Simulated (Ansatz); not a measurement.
Reaction: CH4BF (SMILES CBF) → BHF (SMILES F[BH], doublet) + CH3 (SMILES [CH3], doublet) (the B-C bond breaks)
Each species at its own B3LYP-D3(BJ)/def2-TZVP minimum (Ansatz, a quantum-chemistry and plane-wave program).

Total energies in hartree (Ansatz). Open shells are spin-unrestricted; no spin-orbit coupling. Cores are frozen in correlated methods. No relativity.

```csv
species,HF/cc-pVTZ,CCSD(T)/cc-pVTZ,HF/cc-pVQZ,CCSD(T)/cc-pVQZ,CCSD(T)/cc-pVDZ,CCSDT(Q)/cc-pVDZ
1: CH4BF (SMILES CBF),-164.44249,-165.01626,-164.45491,-165.06705,-164.84177,-164.84321
"2: BHF (SMILES [BH]F, doublet)",-124.73265,-125.08080,-124.74296,-125.11876,-124.95373,-124.95470
"3: CH3 (SMILES [CH3], doublet)",-39.57748,-39.76098,-39.58026,-39.77245,-39.71583,-39.71634
```

Question: Work out the bond dissociation energy (electronic) in kcal/mol: take Hartree-Fock from cc-pVQZ, extrapolate the CCSD(T) correlation energy as X^-3 (X = 3, 4), and add CCSDT(Q) - CCSD(T) in cc-pVDZ. 1 hartree = 627.51 kcal/mol.

Answer: 
Species 1: correlation (64·(-0.61214) - 27·(-0.57377))/37 = -0.64014; step -0.00144; E1 = -164.45491 + (-0.64014) + (-0.00144) = -165.09649
Species 2: correlation (64·(-0.37580) - 27·(-0.34815))/37 = -0.39598; step -0.00097; E2 = -124.74296 + (-0.39598) + (-0.00097) = -125.13991
Species 3: correlation (64·(-0.19219) - 27·(-0.18350))/37 = -0.19853; step -0.00051; E3 = -39.58026 + (-0.19853) + (-0.00051) = -39.77930
-1·E1 +1·E2 +1·E3 = 0.17728 hartree = 111.2 kcal/mol.
